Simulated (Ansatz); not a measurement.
# H4Si: the cost of one run

Method: PBE0-D4/def2-TZVP structures, single points in def2-TZVPP, no counterpoise correction; program: Ansatz 0.2.0, Gaussian basis.

Levels: SPW92, PBE-D4, BLYP-D4, r2SCAN-D4, B97M-V, PBE0-D4, B3LYP-D4, r2SCAN0-D4, BHLYP-D4, CAM-B3LYP-D4, wB97X-V, wB97M-V, B2PLYP, PBE-QIDH, RPA on PBE, Hartree-Fock, MP2, CCSD, CCSD(T).

Cores are frozen in the correlated methods. B3LYP uses VWN-RPA correlation. B2PLYP carries no dispersion term here.

94 further runs of the same task are left out: 94 set aside as unsound or not needed.

## 1. Where the work starts

The complex: 12 atoms, charge 0, spin multiplicity 1.

Atoms are counted from 1 here; the program's logs count them from 0.

Bond lengths: Si1–H2 1.484 Å, Si1–H3 1.484 Å, Si1–H4 1.483 Å, Si1–H5 1.497 Å, H6–N7 1.012 Å, N7–C8 1.453 Å, N7–H9 1.012 Å, C8–H10 1.092 Å, C8–H11 1.092 Å, C8–H12 1.098 Å. Angles: H2–Si1–H3 112.1°, H2–Si1–H4 112.5°, H2–Si1–H5 106.4°, H3–Si1–H4 112.5°, H3–Si1–H5 106.3°, H4–Si1–H5 106.5°, H6–N7–C8 111.1°, H6–N7–H9 107.1°, C8–N7–H9 111.1°, N7–C8–H10 109.2°, N7–C8–H11 109.2°, N7–C8–H12 114.9°, H10–C8–H11 107.1°, H10–C8–H12 108.1°, H11–C8–H12 108.1°.

Coordinates:

```
Si   -1.66186    0.89825   -0.46322
H    -0.49963    1.81667   -0.38073
H    -1.37086   -0.29918   -1.28933
H    -2.20337    0.54825    0.87226
H    -2.74251    1.64921   -1.17591
H     0.73596   -0.03548    1.67456
N     0.46161   -0.53215    0.83649
C     1.57127   -0.63846   -0.09555
H     0.13896   -1.44731    1.12413
H     1.87878    0.36315   -0.40414
H     1.23715   -1.16249   -0.99358
H     2.45439   -1.16066    0.29492
```

Its parts: SiH₄ holds atoms 1, 2, 3, 4, 5; CH₅N holds atoms 6, 7, 8, 9, 10, 11, 12. Each part counts its atoms afresh in its own runs.

## 2. Relaxing SiH₄ alone

File relax-a/in.yaml:

```yaml
crystal:
  periodic: [false, false, false]
  atoms:
    - {symbol: Si, position_ang: [-1.661864, 0.898248, -0.463223]}
    - {symbol: H, position_ang: [-0.499629, 1.816667, -0.380733]}
    - {symbol: H, position_ang: [-1.370856, -0.299175, -1.289326]}
    - {symbol: H, position_ang: [-2.203371, 0.548246, 0.872259]}
    - {symbol: H, position_ang: [-2.742507, 1.649212, -1.175908]}
basis:
  gaussian: {orbitals: def2-TZVP}
hamiltonian: {xc: pbe0, dispersion: d4}
relax: {f_tol: 0.005, max_steps: 200}
```

Command:

```console
$ ansatz run in.yaml --threads 4 --pin off --events-out ev --progress --plain --max-ram 9574MiB
```

**Question.** How long does this run take on 4 threads of Arm Neoverse V1, shared host?

About 1.1 s.
